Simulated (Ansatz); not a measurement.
Ideal-gas functions of `N=C=C(N)O` at 298.15 K and 1 bar, from an Ansatz frequency run at PBE0-D4/def2-TZVP.

Molar mass 72.07 g/mol, point group C1 (symmetry number 1), electronic degeneracy 1, moments of inertia 50.477, 129.752, 176.794 u Å². Harmonic wavenumbers (cm⁻¹, unscaled): 180, 225, 270, 294, 456, 486, 671, 706, 828, 842, 1146, 1158, 1204, 1356, 1461, 1640, 2142, 3380, 3524, 3658, 3865.

Use S(trans) = R[1.5 ln M + 2.5 ln T − 1.1517]; rotational temperatures θ = 24.2544 K / I; S(rot) = R[ln(√π/σ · √(T³/θAθBθC)) + 1.5]; for each mode x = 1.438777 ν̃/T, S = R[x/(eˣ − 1) − ln(1 − e⁻ˣ)] and H = RT x/(eˣ − 1); 1 cm⁻¹ = 0.0119627 kJ/mol; R = 8.31446 J/(mol·K).

Task: By hand: the entropy, in J/(mol·K).

Result: Translation 162.2. Rotation: θ = 0.4805, 0.1869, 0.1372 K, giving 106.6. Vibration, mode by mode: 9.74, 8.03, 6.68, 6.07, 3.25, 2.90, 1.43, 1.25, 0.78, 0.74, 0.22, 0.21, 0.17, 0.09, 0.06, 0.03, 0.00, 0.00, 0.00, 0.00, 0.00, in all 41.6. Electronic 0.0. Sum 310.4 J/(mol·K).

Task: By hand: H − E and G − E in kJ/mol, counted from the electronic energy.

Result: Zero-point energy ½ × 29492 × 0.0119627 = 176.4; thermal vibration 7.7; translation, rotation and pV give 4 RT = 9.9. H − E = 194.0 kJ/mol, and G − E = 194.0 − 298.15 × 310.4/1000 = 101.5 kJ/mol.

Vibration gives 13 % of the entropy. The sum counts one conformer and one mirror image; others add a mixing term.
